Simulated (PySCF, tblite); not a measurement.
Complex of methanol and formaldehyde

A gas-phase complex of methanol and formaldehyde; neutral, singlet. The structure comes from a short search (6 tight-binding starts) and was relaxed by PBE0-D3(BJ)/def2-SVPD; another way of binding may lie lower. No frequency run checks that it is a minimum.

Parts: 1 = methanol (CO), atoms 1–6; 2 = formaldehyde (C=O), atoms 7–10.

```xyz
10

C    -0.477    0.155    0.133
O     0.790    0.671    0.436
H    -1.032    0.928   -0.417
H    -0.423   -0.743   -0.507
H    -1.056   -0.100    1.039
H     1.332   -0.018    0.845
C     2.383    0.137    3.094
O     2.407   -0.748    2.279
H     2.940    0.057    4.053
H     1.801    1.069    2.917
```
Atoms count from 1 in this order.

Contacts between parts, classed by geometry: H6···O8 1.935 Å (hydrogen bond, 153°).

Interaction energies are complex less parts, with the parts frozen as they stand in it; counterpoise-corrected, in kcal/mol (PySCF).

Q: Give the interaction energy at each level run.

A: 
```json
{"level": "wB97M-D3(BJ)/def2-TZVPD", "interaction": "-5.21", "superposition error removed": "-0.07"}
{"level": "PBE0-D3(BJ)/def2-TZVPD", "interaction": "-5.38", "superposition error removed": "-0.06"}
```

Q: What holds them together? Decompose the wB97M-D3(BJ)/def2-TZVPD energy: frozen parts, their antisymmetrised product, then relaxation.

A: electrostatic -9.0, Pauli repulsion +8.4, orbital relaxation -3.5, dispersion correction -1.2 kcal/mol, which sum to the value before the counterpoise correction; the Pauli term holds the exchange-correlation of the frozen density too. Of the attraction, 66 % is electrostatic, 25 % is orbital relaxation, 9 % is dispersion correction.

The parts were also relaxed and run alone, at the levels used for the complex: shieldings by PBE0/pcSseg-2; core levels by delta-SCF with SCAN, pcX-2 on the ionised atom and pcseg-1 elsewhere, spin-free X2C.

Q: How do these values change when the complex forms?

A: 
| property | alone | in the complex | change |
| --- | --- | --- | --- |
| O2–H6 bond (Å) | 0.960 | 0.968 | +0.008 |
| shielding of H6 (ppm) | 31.77 | 27.98 | -3.80 |
| shielding of O8 (ppm) | -448.9 | -408.6 | +40.4 |
| shielding of O2 (ppm) | 328.4 | 341.0 | +12.7 |
| C1 1s core level (eV) | 292.45 | 292.07 | -0.38 |
| O2 1s core level (eV) | 539.00 | 538.21 | -0.79 |
| O8 1s core level (eV) | 539.29 | 539.58 | +0.30 |
